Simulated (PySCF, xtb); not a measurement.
H2Si, SMILES [SiH2] (connectivity only; charge and spin as stated), charge +1, multiplicity 2.

Harmonic wavenumbers (cm⁻¹) from GFN2-xTB (xtb 6.7.1) at its own minimum, in rising order: 600, 2207, 2256.

Q: What does PBE-D3(BJ)/def2-TZVPD (PySCF) give at its own minimum? (Estimate from the structure and the level; the computed values follow.)

A: 871, 2065, 2153. Paired by order, the mean absolute difference is 172 cm⁻¹ and the zero-point energies are 7.2 and 7.3 kcal/mol.
